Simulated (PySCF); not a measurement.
Gas-phase reaction: H3SiPH2 + Si → PH + 2 SiH2

Method: PySCF energies plus ideal-gas RRHO corrections (1 bar). † marks an energy on the PBE0/def2-TZVP geometry and frequencies; other levels use their own. MP2 and CCSD(T) freeze the core. 6-31G* has spherical d functions here. Open shells (unrestricted): Si (multiplicity 3, electronic degeneracy 9), PH (multiplicity 3); the rest are closed-shell singlets. Spin-orbit splitting is ignored; it lowers the true energy and changes the entropy of Si. B3LYP is the form with VWN-RPA correlation. MP2 isn't extrapolated to the basis-set limit; its ΔH°(298 K) is 292.6 kJ in def2-SVP and 310.0 kJ in def2-TZVPP. CCSD(T) isn't extrapolated to the basis-set limit; its ΔH°(298 K) is 263.4 kJ in def2-SVP and 279.6 kJ in def2-TZVPP. The harmonic model lacks anharmonicity and excited electronic states, which grow with temperature; levels with a mode under 35 cm⁻¹ are left out. Internal rotation in H3SiPH2 is treated as a harmonic vibration of one conformer, which makes the entropy rough.

| level | ΔE electronic, kJ | ΔH°(298 K), kJ | ΔS°(298 K), J/K | ΔG°(600 K), kJ |
|---|---|---|---|---|
| B3LYP/6-31G* | 297 | 269 | 163 | 171 |
| CCSD(T)/def2-TZVPP† | 307 | 280 | 163 | 182 |
| HF/6-31G* | 268 | 238 | 165 | 139 |
| MP2/def2-SVP† | 320 | 293 | 163 | 195 |
| PBE/def2-SVP | 326 | 300 | 162 | 202 |
| PBE/def2-TZVP† | 328 | 301 | 163 | 203 |
| PBE0/def2-QZVP† | 334 | 307 | 163 | 209 |
| PBE0/def2-TZVP | 334 | 307 | 163 | 209 |
| LDA/def2-TZVP† | 373 | 346 | 163 | 248 |
| ωB97M-V/def2-TZVP† | 310 | 283 | 163 | 186 |
ΔH° is lowest at HF/6-31G* and highest at LDA/def2-TZVP†. No reference value is set beside these.
